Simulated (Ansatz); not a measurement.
Input for Ansatz (a program for electronic structure): R-PBE0/def2-TZVPPD on CH5N (SMILES CN) with ghost functions. Files ending in .json are basis or fitting sets from the Basis Set Exchange.

Ansatz 0.2 input:
```yaml
crystal:
  periodic: [false, false, false]
  atoms:
    - {symbol: N, position_ang: [0.92893965, -0.33952928, 0.02133444]}
    - {symbol: H, position_ang: [1.22430365, -0.89216728, -0.77345656]}
    - {symbol: H, position_ang: [1.23901965, -0.85025028, 0.83819344]}
    - {symbol: C, position_ang: [1.58827465, 0.96883472, -0.01890756]}
    - {symbol: H, position_ang: [1.27773265, 1.55055972, 0.84560844]}
    - {symbol: H, position_ang: [2.67958365, 0.92953972, -0.02786256]}
    - {symbol: H, position_ang: [1.26156265, 1.50475172, -0.90673056]}
basis:
  gaussian:
    orbitals: def2-TZVPPD.json
    ghost_atoms:
      - {symbol: O, position_ang: [-2.24408235, -0.56438228, -0.00534456]}
      - {symbol: H, position_ang: [-2.60273935, 0.32329972, 0.02698744]}
      - {symbol: H, position_ang: [-1.28257435, -0.42678728, 0.01078344]}
hamiltonian:
  xc: {name: PBE0}
scf: {lower_state_search: off}
```

Output:

```
WARN ansatz: RAYON_NUM_THREADS=2 ignored (pool sized by the plan → 2); use --threads N
Functional definition: PBE0
these checks for a lower state are left out or cut short: stability, starts, cluster_reference, orbital_swaps, neighbouring_geometries, increment
integrals: 0.10 GiB planned
934 factors; their error is unknown
mean field: 1.07 GiB planned
mean field evaluation 1: about -2600.0373 eV, gradient 5.5e1 eV
mean field evaluation 2: about -2594.4138 eV, gradient 7.3e1 eV
mean field evaluation 4: about -2606.3235 eV, gradient 3.3e0 eV
mean field evaluation 8: about -2606.3375 eV, gradient 3.8e-2 eV
mean field -2606.33755007 eV, -95.7811383261 hartree, gradient 3.4e-6 eV, S^2 0.000000; 0 other end points of the search recorded, 0 dependent functions left out
reference -2606.33758126 eV, -95.7811394723 hartree; 9, 9 occupied and 224, 224 virtual orbitals, 934 factors
Total energy: -2606.33758126 eV, -95.7811394723 hartree
Checks for a lower state left out: stability, starts, cluster_reference, orbital_swaps, neighbouring_geometries, increment
```

Self-consistency was reached.

Cost: roughly 4 core-seconds.
